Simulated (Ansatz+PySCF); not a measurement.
**doublet C₂H₆(+): levels of theory in one basis**

```xyz
8

C    -0.0093    0.1213   -0.7107
C     0.0060   -0.1151    0.7023
H    -0.0088    1.1463   -1.0569
H     0.7619   -0.5164   -1.2530
H    -0.7731   -0.5120   -1.2532
H    -0.0008   -1.1457    1.0624
H     0.7650    0.5189    1.2695
H    -0.7716    0.5058    1.2575
```

Basis set: cc-pVTZ (spherical functions). Frozen core: 2 orbitals. Correlation on ROHF uses semicanonical orbitals with singles. Charge 1, multiplicity 2.

Computed with Ansatz (development build ahead of 0.2.0) and PySCF 2.14.0; each method stands on the lowest determinant of its kind that the runs found.

```tsv
method	E − E(ROHF) (eV)	<S²> of the determinant
ROHF	0.00	0.75
UHF	-0.20	0.77
ROHF-MP2	-9.82	–
UHF-MP2	-9.75	0.77
```

Caution for ROHF-MP2, UHF-MP2: MP2 on this radical cation hangs on the determinant chosen.
